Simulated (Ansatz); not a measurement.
Born–Oppenheimer molecular dynamics of CHOSi (4 atoms, charge 1, multiplicity 1). It goes on from the last frame of an earlier run, with new velocities.

Computed with Ansatz 0.2.0, RKS PBE0-D4/6-31G*.

```yaml
ensemble: NVE (velocity Verlet)
time_step: 0.5 fs
steps_asked: 166
starting_velocities_drawn_for: 700 K
seed: 883244
```

First frame:

```xyz
4
Properties=species:S:1:pos:R:3
C -1.302 0.868 1.435
Si -0.247 0.691 -0.082
O 0.429 -0.785 -0.212
H 1.306 -1.015 -0.374
```

**Question.** How far do the bonds stretch over the last three quarters of this one trajectory? (Pairs bonded in most of those frames.)

**Answer.** 
| bond | mean (Å) | spread (Å) | shortest | longest |
| --- | --- | --- | --- | --- |
| C1–Si2 | 1.906 | 0.066 | 1.80 | 2.00 |
| Si2–O3 | 1.586 | 0.035 | 1.52 | 1.64 |
| O3–H4 | 0.985 | 0.048 | 0.91 | 1.06 |

Mean temperature of the second half: 1010 K. The conserved energy stayed within 0.78 meV per atom of its start (net change -0.71 meV per atom), so the integration is sound. The system heated up, since it started high on the potential surface and ran downhill. A run of 0.083 ps of so small a system gives no equilibrium averages. Limits of this set-up: the dipole of an ion depends on the origin.

Time of the run: 2.4 min on 1 CPU thread of a shared host.
